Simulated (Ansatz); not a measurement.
# Si2H4S: a ladder of functionals and wavefunction methods

An exercise on one series of results from a longer session: the logs are not shown, and one member is left open.

Computed with Ansatz 0.2.0, Gaussian basis. Level: functionals in def2-TZVPP, the program's frozen cores in correlated methods.

Plan: LDA (SPW92), PBE-D4, revPBE-D4, BLYP-D4, r2SCAN-D4, B97M-V, PBE0-D4, B3LYP-D4, r2SCANh-D4, r2SCAN0-D4, HSE06-D4, BHLYP-D4, CAM-B3LYP-D4, LC-ωPBE, ωB97X-V, ωB97M-V, B2PLYP, PBE-QIDH; CCSD(T)/def2-SVP; CCSD(T)/def2-TZVPP; MP2/def2-QZVPP; extrapolation to the limit; RPA on PBE.

### Structure used throughout

An earlier PBE0-D4 in a triple-zeta def2 set relaxation fixed the geometry.

SMILES `[SiH2]1[SiH2]S1`, 7 atoms, charge 0, spin multiplicity 1.

Atoms are counted from 1 here; the program's logs count them from 0.

Bond lengths: Si1–Si2 2.244 Å, Si1–S3 2.151 Å, Si1–H4 1.482 Å, Si1–H5 1.482 Å, Si2–S3 2.151 Å, Si2–H6 1.482 Å, Si2–H7 1.482 Å. Angles: Si2–Si1–S3 58.6°, Si2–Si1–H4 122.3°, Si2–Si1–H5 122.3°, S3–Si1–H4 115.1°, S3–Si1–H5 115.1°, H4–Si1–H5 111.8°, Si1–Si2–S3 58.6°, Si1–Si2–H6 122.3°, Si1–Si2–H7 122.3°, S3–Si2–H6 115.1°, S3–Si2–H7 115.1°, H6–Si2–H7 111.8°, Si1–S3–Si2 62.9°.

Set-up of the first run:

in.yaml reads:

```yaml
crystal:
  periodic: [false, false, false]
  atoms:
    - {symbol: Si, position_ang: [-0.881303, -0.199717, -0.672903]}
    - {symbol: Si, position_ang: [0.831158, 0.403936, 0.645243]}
    - {symbol: S, position_ang: [0.505252, -1.651660, 0.100342]}
    - {symbol: H, position_ang: [-2.267638, -0.319827, -0.163836]}
    - {symbol: H, position_ang: [-0.849711, -0.019941, -2.143337]}
    - {symbol: H, position_ang: [0.652724, 0.709600, 2.084071]}
    - {symbol: H, position_ang: [2.070717, 1.009508, 0.104620]}
basis:
  gaussian: {orbitals: def2-TZVPP}
hamiltonian: {xc: lda}
output: {orbitals: {seedname: orbitals}}
```

On the command line:

```
$ ansatz run in.yaml --threads 2 --pin off --events-out ev --progress --plain --max-ram 4352MiB
```

Steps of the session up to this table: LDA; PBE-D4 (GGA); revPBE-D4 (GGA); BLYP-D4 (GGA); r2SCAN-D4 (meta-GGA); B97M-V (meta-GGA); PBE0-D4 (hybrid); B3LYP-D4 (hybrid); r2SCANh-D4 (hybrid); r2SCAN0-D4 (hybrid); HSE06-D4 (hybrid); BHLYP-D4 (hybrid); CAM-B3LYP-D4 (range-separated); LC-ωPBE (range-separated); ωB97X-V (range-separated); ωB97M-V (range-separated); B2PLYP (double hybrid); PBE-QIDH (double hybrid).

One table of the session follows, with a row left open; its other results are not shown here.

It belongs to the step «Orbital energies across the functionals». 

| functional | HOMO (eV) | gap (eV) |
| --- | --- | --- |
| LDA (SPW92) | -6.41 | 4.94 |
| PBE-D4 | -6.31 | 5.05 |
| revPBE-D4 | ? | ? |
| BLYP-D4 | -6.13 | 5.02 |
| r2SCAN-D4 | -6.53 | 5.56 |
| B97M-V | -6.58 | 5.44 |
| PBE0-D4 | -7.31 | 6.88 |
| B3LYP-D4 | -7.10 | 6.48 |
| r2SCANh-D4 | -6.90 | 6.21 |
| r2SCAN0-D4 | -7.45 | 7.19 |
| HSE06-D4 | -6.92 | 6.12 |
| BHLYP-D4 | -8.17 | 8.64 |
| CAM-B3LYP-D4 | -8.49 | 9.08 |
| LC-ωPBE | -9.78 | 11.44 |
| ωB97X-V | -9.46 | 11.04 |
| ωB97M-V | -9.26 | 10.54 |

Estimate the missing values for revPBE-D4.

The run gave: HOMO (eV): -6.27; gap (eV): 5.09. In the column «HOMO (eV)» it lies between PBE-D4 (-6.31) and BLYP-D4 (-6.13).
